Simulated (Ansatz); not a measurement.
Zinc-blende InSb was calculated with HSE06 (PAW; Ansatz, an electronic-structure program).

Total energies, extrapolated to zero smearing (they compare only within this program, potentials and cutoff; free atoms with spin allowed, lowest state found):

```tsv
system	energy (eV/atom)
zinc-blende InSb, relaxed	-6045.4511
free In atom	-5599.4059
free Sb atom	-6486.2341
```

Problem. Work out the cohesive energy per atom.

Solution. E_coh = [1 × (-5599.4059) + 1 × (-6486.2341)]/2 − (-6045.4511) = 2.63 eV/atom. The reference value is 2.81 eV/atom (measured, static lattice: zero-point vibration energy added, our sources range from 2.79 to 2.90; as tabulated in Mejia-Rodriguez and Trickey (2018), arXiv:1807.09216), not set against a level without spin–orbit coupling.

Spin–orbit coupling is left out; its size isn't shown.

The PAW data were made under PBE.
